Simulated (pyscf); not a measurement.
PySCF, gas phase, ωB97X-D3(BJ)/def2-SVP geometries.

Question: Estimate by transition-state theory (the high-pressure limit) the rate constant of vinyl chloride (H₂C=CH–Cl) + methyl (CH₃•) -> •H₂C–CH(CH₃)–Cl (doublet surface; none broken, C–C formed) at 900 K, with ωB97M-D3(BJ)/def2-TZVP energies (ideal gas, 1 atm, RRHO with modes under 100 cm⁻¹ raised to 100, one conformer, R ln 2 for chiral ones without a mode under 150 cm⁻¹; no tunnelling).

Answer: The electronic barrier is 7.6 kcal/mol and the thermal terms add +30.4, so ΔG‡ = 38.0 kcal/mol. With k_BT/h = 1.88e+13 s⁻¹ and RT = 1.788 kcal/mol, and a volume of 1.23e-19 cm³ per molecule at 1 atm, k = 1.4e-15 cm³ molecule⁻¹ s⁻¹. The product is born with the 38 kcal/mol of the reverse barrier and needs collisions to keep. Wigner's tunnelling factor for 557i cm⁻¹ would be 1.03. A shift of 1 kcal/mol in the barrier changes k by a factor 1.7. From the product side, H₂C=CH–CH₃ + Cl• lies, by one bond made or cut, 17.8 kcal/mol under this saddle at ωB97M-D3(BJ)/def2-TZVP. •H₂C–CH(CH₃)–Cl lies 6.2 kcal/mol over its isomer H₃C–C•(CH₃)–Cl (electronic energy, ωB97M-D3(BJ)/def2-TZVP). This is the saddle that the search found; another between the same sides may lie lower.
